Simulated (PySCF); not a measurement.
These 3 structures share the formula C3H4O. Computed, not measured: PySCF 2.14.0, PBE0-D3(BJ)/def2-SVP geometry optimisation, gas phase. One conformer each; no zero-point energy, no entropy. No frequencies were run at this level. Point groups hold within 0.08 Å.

Task: Rank from lowest to highest electronic energy at this level (kcal/mol).
A. `O1CC=C1`
B. `[CH:1]#[C:2][CH2:3][OH:4]` with C2–C3–O4–H 179°
C. methylketene, `CC=C=O`

Result: C (0.0), A (27.7), B (38.5).

As drawn, the lowest has a C=O bond, cumulated double bonds and a C=C bond outside aromatic rings, which the highest lacks; the highest has a C≡C bond and an O–H bond, which the lowest lacks.

```tsv
SMILES	E (Eh)	E rel (kcal/mol)	dipole (D)	point group	A, B, C (MHz)
CC=C=O	-191.55337	0.0	1.72	near Cs	40029, 4445, 4105
C1=COC1	-191.50924	27.7	1.21	Cs	15077, 13984, 7615
C#CCO	-191.49198	38.5	1.92	–	35964, 4631, 4212
```
